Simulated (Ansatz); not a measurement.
A nudged elastic band was laid between two geometries of C₄H₇NS (13 atoms, charge 0, multiplicity 1).

The calculation used RKS BLYP-D4/cc-pVDZ (Ansatz).

```json
{"movable images": "9", "climbing image": "yes", "spring": "5.0 eV/Å²", "optimiser": "quadratic models (default)", "start path": "through a guess of the saddle point", "force threshold": "0.05 eV/Å", "iteration limit": "60", "end points": "relaxed"}
```

Image 0:

```xyz
13
Properties=species:S:1:pos:R:3
C -1.619 -1.338 -0.066
C -0.485 -0.683 0.257
C 0.890 -1.308 0.305
S -0.611 1.052 0.797
C 0.399 1.895 -0.459
N 0.755 3.124 -0.466
H -2.594 -0.835 -0.086
H -1.589 -2.412 -0.307
H 1.304 -1.266 1.334
H 0.857 -2.364 -0.028
H 1.606 -0.761 -0.344
H 0.686 1.236 -1.304
H 0.421 3.624 0.382
```

Image 10:

```xyz
13
Properties=species:S:1:pos:R:3
C -1.234 -0.896 -0.332
C 0.094 -0.720 -0.162
C 1.042 -1.784 0.344
S 0.909 0.859 -0.537
C -0.281 2.074 0.109
N -0.264 3.339 -0.072
H -1.885 -0.117 -0.750
H -1.701 -1.851 -0.049
H 1.501 -1.483 1.309
H 0.513 -2.748 0.480
H 1.877 -1.946 -0.370
H -1.060 1.608 0.746
H 0.510 3.631 -0.700
```

Problem. Which bonds break or form, and what moves?

Solution. No bond is made or broken. The dihedral C1–C2–S4–C5 goes from -120 to 41°.

Problem. Give the energies along the band, and the barrier.

Solution. It converged. The highest image is number 7 of 0 to 10, 0.044 eV above the first end and 0.063 eV above the last; the last end lies 0.019 eV below the first. Beside the main top the profile has a ripple of under 15 meV (maxima at images 2, 7), which may be a very shallow well or noise. A structure lower than the first end lies on the path between it and the top, so the climb from that side starts below the end, which may itself be a saddle point or a shallow side well. A vibrational analysis at the climbing image gives one clearly imaginary mode, 112i cm⁻¹: a first-order saddle point.

```tsv
image	path coordinate (Å)	energy (eV)	dihedral C1–C2–S4–C5 (°)
0	0.00	0.000	-120
1	0.63	0.006	-102
2	1.27	0.010	-85
3	1.90	0.000	-67
4	2.54	-0.016	-50
5	3.17	-0.011	-32
6	3.81	0.023	-17
7	4.44	0.044	0
8	5.01	0.027	14
9	5.57	-0.004	28
10	6.13	-0.019	41
```

Problem. What is the geometry of the highest image?

Solution. 
```xyz
13
Properties=species:S:1:pos:R:3
C -1.202 -0.954 -0.307
C 0.065 -0.711 0.082
C 1.039 -1.800 0.485
S 0.860 0.916 0.209
C -0.373 2.138 -0.299
N -0.193 3.405 -0.349
H -1.918 -0.176 -0.600
H -1.561 -1.993 -0.340
H 1.384 -1.663 1.532
H 0.561 -2.795 0.401
H 1.943 -1.789 -0.159
H -1.356 1.720 -0.583
H 0.771 3.668 -0.058
```

The run took 2.4 min on 2 threads of Intel(R) Xeon(R) 6975P-C (Granite Rapids), with other jobs on the host, peak memory 0.2 GiB.
